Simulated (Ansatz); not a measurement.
**How far each method lies from full CI for BH4, doublet**

Geometry: a point of a stretch scan, not a stationary point.

```xyz
5

B    -0.0702    0.1352    0.1339
H     0.3445    0.9477    0.9446
H    -0.4946   -0.6725    0.9444
H    -0.4830    0.9439   -0.6815
H     1.3865   -2.6697   -2.6441
```

Basis 6-31G; Ansatz 0.2.0. Only valence electrons are correlated (noble-gas cores frozen), which leaves 7 electrons in 16 orbitals. Prefix R: restricted or restricted open-shell reference; prefix U: unrestricted. Active spaces: valence = (7e, 8o) chosen from the atoms' valence shells; pair = (3e, 3o) about the gap.

Full CI is exact within this basis and frozen core; it isn't the basis-set limit. The frozen core follows each run's orbitals, which can shift R against U totals by a few meV.

For open shells CISD and CISDTQ are restricted-active-space CI with the open shells as a complete middle space.

The UHF ⟨S²⟩ is 0.750. The T1 diagnostic (RCCSD) is 0.0060 and the largest doubles amplitude (RCCSD) is 0.055. The T1 diagnostic (UCCSD) is 0.0060.

```json
{"level": "UHF", "E − E(RHF) (eV)": "0.0000"}
{"level": "RMP2", "E − E(RHF) (eV)": "-1.5771"}
{"level": "UMP2", "E − E(RHF) (eV)": "-1.5771"}
{"level": "RCCSD", "E − E(RHF) (eV)": "-2.1053"}
{"level": "UCCSD", "E − E(RHF) (eV)": "-2.1053"}
{"level": "RCCSD(T)", "E − E(RHF) (eV)": "-2.1291"}
{"level": "UCCSD(T)", "E − E(RHF) (eV)": "-2.1291"}
```

**Question.** Estimate how far full CI in 6-31G lies from RCCSD(T). The table doesn't fix it; the size of (T) and the diagnostics are the guide.

**Answer.** Full CI in 6-31G lies 0.8 kJ/mol below RCCSD(T), which is 33 % of the (T) step (-2.3 kJ/mol). The diagnostics give no warning, yet the rest is a sizeable part of (T).

The other levels:

| level | E − E(full CI) (kJ/mol) | share of correlation (%) | wall time |
| --- | --- | --- | --- |
| CISD | 8.5 | 95.90 | 0.27 s |
| BCCD(T) | 0.8 | 99.62 | 0.3 s |
| RCCSDT | 0.0 | 99.98 | – |
| UCCSDT | 0.0 | 99.98 | – |
| CISDTQ | 0.1 | 99.94 | 0.78 s |
| RCCSDT(Q) | 0.0 | 100.00 | 1.7 s |
| UCCSDT(Q) | 0.0 | 100.00 | 1.7 s |
| RCCSDTQ | 0.0 | 100.00 | 9.5 s |
| UCCSDTQ | 0.0 | 100.00 | 9.5 s |
| CASSCF (pair space) | 163.1 | 20.90 | – |
| NEVPT2 (pair space) | 45.8 | 77.79 | 0.16 s |
| MRCISD (pair space) | 5.4 | 97.36 | – |
| MRCISD+Q (pair space) | -0.5 | 100.26 | 0.24 s |
| CASSCF (valence space) | 57.5 | 72.12 | – |
| NEVPT2 (valence space) | 16.2 | 92.14 | 1.5 s |
| NEVPT4(SD) (valence space) | 2.6 | 98.74 | 1.9 s |
| MRCISD (valence space) | 0.9 | 99.56 | – |
| MRCISD+Q (valence space) | 0.2 | 99.89 | 2.1 s |

The correlation energy at full CI, counted from RHF, is -2.137 eV. That run took 1.9 s on 1 thread of Arm Neoverse V2, shared host over 509,168 determinants.

Times hold each run's SCF and search for its determinant on a shared host, so for small cases they say little of a method's own cost; they ran on 1 thread of Arm Neoverse V2.

Not variational, and here over 5 meV under the exact energy: MRCISD+Q (pair space).

The full-CI state has the irrep A' of Cs, in the program's axes.

Natural occupations of full CI about the gap: 1.972 1.967 1.958 1.000 0.035 0.021 0.019 0.009 0.007 0.005; effectively unpaired electrons, Σ n²(2−n)², 1.02.
